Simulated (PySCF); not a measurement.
Argon: a sound run and one with changed settings

Sound run: Ar [Ar], Ar⁺ [Ne] 3s2 3p5. All numbers are calculated (PySCF 2.14, no relativity, point nucleus, in def2-SVP). The sound run starts from symmetry-adapted Hartree-Fock orbitals and uses a fine grid where one is needed.

Changed run: 26 angular points. This setting is unsound on purpose.

```tsv
species	method	sound run (hartree)	changed run (hartree)	converged
Ar	UHF	-526.62338	-526.62338	yes
Ar	PBE0	-527.18871	-527.18871	yes
Ar	LDA	-525.73419	-525.73419	yes
Ar⁺	UHF	-526.08638	-526.08638	yes
Ar⁺	PBE0	-526.61316	-526.61307	yes
Ar⁺	LDA	-525.15314	-525.15324	yes
```

Ionisation energy of Ar:

```tsv
method	sound run (eV)	changed run (eV)
UHF	14.613	14.613
PBE0	15.662	15.664
LDA	15.811	15.808
```

A coarse angular grid integrates products of high-l functions wrongly, so density functionals can shift, and the SCF can exploit the error; Hartree-Fock and MP2 need no grid.

For comparison, NIST gives 15.760 eV between the lowest levels.
